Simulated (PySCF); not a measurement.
Gas-phase reaction: 2 C3H6 (cyclic) → C6H6 + 6 H

Computed with PySCF and rigid-rotor harmonic-oscillator thermochemistry at 1 bar. 'Table' is the NASA 1993 thermochemical table (part measured, part estimated). † marks an energy on the PBE0/def2-TZVP geometry and frequencies; other levels use their own. MP2 freezes the core. 6-31G* has spherical d functions here. Open shells (unrestricted): H (multiplicity 2); the rest are closed-shell singlets. B3LYP is the form with VWN-RPA correlation. MP2 isn't extrapolated to the basis-set limit; its ΔH°(298 K) is 1150.4 kJ in def2-SVP and 1197.2 kJ in def2-TZVPP. The harmonic model lacks anharmonicity and excited electronic states, which grow with temperature; levels with a mode under 35 cm⁻¹ are left out.

| level | ΔH°(298 K), kJ | minus table | ΔG°(1200 K), kJ |
|---|---|---|---|
| table | 1284.3 | - | 647.6 |
| B3LYP/6-31G* | 1284.4 | 0.1 | 646.2 |
| HF/6-31G* | 969.2 | -315.1 | 328.7 |
| MP2/def2-SVP† | 1150.4 | -133.9 | 512.3 |
| PBE0/def2-SVP† | 1246.0 | -38.3 | 607.9 |
| ωB97M-V/def2-TZVP† | 1283.0 | -1.3 | 644.9 |
